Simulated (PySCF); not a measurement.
Atoms are numbered as in `[O:1]=[PH2:2][OH:3]` (H(Xn): hydrogen on atom n).

Geometry: PBE0-D3(BJ)/def2-TZVP; GIAO shifts from PySCF 2.14.0 with density-fitted response routines, gas phase, non-relativistic, averaged over equivalent atoms.

At wB97X-D/pcSseg-2 (157 basis functions, 12 s wall time on 1 thread of an Arm Neoverse N1, shared host):
```
atoms  δ (ppm)
   O1    131.4
   O3     94.2
   P2      0.4
H(P2)     7.42
H(O3)     2.86
```

References, each an isolated molecule treated in the same way: H2O for ¹⁷O (σ = 328.24 ppm); ³¹P (σ = 307.14 ppm) vs H3PO4; ¹H (σ = 31.63 ppm) vs TMS.

Problem. Estimate the result of repeating the calculation with PBE0/pcSseg-2.

Solution. 
```json
{"atoms": "O1", "δ at PBE0/pcSseg-2": "139.0", "change": "+7.6"}
{"atoms": "O3", "δ at PBE0/pcSseg-2": "97.4", "change": "+3.2"}
{"atoms": "P2", "δ at PBE0/pcSseg-2": "2.3", "change": "+1.9"}
{"atoms": "H(P2)", "δ at PBE0/pcSseg-2": "7.58", "change": "+0.16"}
{"atoms": "H(O3)", "δ at PBE0/pcSseg-2": "2.77", "change": "-0.09"}
```

Referencing at the same level of theory: ¹⁷O (σref 329.54) vs H2O; ³¹P (σref 310.75) against H3PO4; ¹H (σref 31.52) vs TMS.

The largest change is at O1 (P=O oxygen). Cost: 157 basis functions, 13 s wall time on 1 thread of an Arm Neoverse N1, shared host.

Experimental scales use liquid or dissolved standards, which lie at an offset from isolated H2O (liquid H2O: subtract about 36 ppm) and H3PO4.
